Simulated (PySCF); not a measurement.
**water: calculation against experiment**

**What was measured.**

NIST CCCBDB Release 22 (SRD 101), experimental polarizabilities lists, for the gas: mean polarisability 1.501 Å³.

How close the calculation comes is told at the end.

Compound: water, H₂O.
SMILES with atom numbers: `[OH2:1]` (hydrogens: H2, H3 on O1)

Geometry (GFN2-xTB, Å), atoms numbered from 1 in this order:
```
atom  x, y, z in Å
O1     0.0043    0.3785   -0.0026
H2    -0.7686   -0.1895   -0.0111
H3     0.7758   -0.1915    0.0011
```

Runs made with PySCF (gas phase, on this GFN2-xTB geometry; no spin–orbit coupling):

```csv
level,job,basis functions
CAM-B3LYP/def2-SVPD,"8 singlets by full TDDFT, 3 Tamm–Dancoff triplets, polarisability",39
PBE0/def2-SVPD,"6 singlets by full TDDFT, 2 Tamm–Dancoff triplets, polarisability",39
"BLYP/aug-pcSseg-1, energy threshold 1e-07 Eh","1 singlet by full TDDFT, polarisability",44
"KT3/pcJ-1, start guess huckel, energy threshold 1e-11 Eh","25 singlets by full TDDFT, 2 Tamm–Dancoff triplets, polarisability",47
```

Results beside the measurements:

**Mean polarisability.** Measured: 1.501 Å³ (NIST CCCBDB Release 22 (SRD 101), experimental polarizabilities).

| level | computed (Å³) | computed − measured (Å³) | % (from the printed values) |
| --- | --- | --- | --- |
| CAM-B3LYP/def2-SVPD | 1.409 | -0.092 | -6 |
| PBE0/def2-SVPD | 1.395 | -0.106 | -7 |
| BLYP/aug-pcSseg-1 | 1.561 | +0.060 | +4 |
| KT3/pcJ-1 | 0.849 | -0.652 | -43 |

Closest is BLYP/aug-pcSseg-1 (+0.060 Å³), furthest KT3/pcJ-1 (-0.652 Å³); one molecule doesn't rank methods. The computed values are static and purely electronic, with core orbitals frozen in the response (1 au = 0.148185 Å³). The table of measured values doesn't say here whether a value is static or optical, or holds a vibrational part.

No measured geometry was used, and the causes of the misses weren't examined.
